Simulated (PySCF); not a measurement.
CCl and its ions

UHF-MP2; basis C aug-pcseg-1, Cl aug-pcseg-1; no relativity; PySCF 2.14. Neutral (UHF): doublet (π ↑), Re = 1.667 Å, ωe = 876 cm⁻¹, De = 3.70 eV.

CCl⁻ (UHF): triplet (π ↑↑), Re = 1.916 Å, ωe = 458 cm⁻¹, De = 1.36 eV to C + Cl⁻. The energies at the minima are -497.40902 hartree for CCl and -497.45398 for CCl⁻.

(1) Work out the adiabatic electron affinity, without and with harmonic zero-point energies (1 hartree = 27.2114 eV, 1 eV = 8065.5 cm⁻¹), and the change of the bond length.

Correlated steps freeze 6 core orbitals. Correlated levels converge slowly with the basis: in double zeta they bind strong bonds too weakly, by up to about 1 eV, and carry superposition errors of some tenths. For an ion De counts to the pair picked by the measured ionisation energies or electron affinities, which need not be the lowest pair at this level. States were picked by a PBE0 search and need not be the measured ground states.

Answers

(1) At UHF-MP2: 0.04496 hartree = 1.223 eV between the minima; the zero-point term (876.0 − 458.0)/2 cm⁻¹ = +0.026 eV makes it 1.249 eV. Re changes by +24.9 pm against the neutral. The electron enters a π orbital, and the ion is left as a loose complex of an ion and an atom.
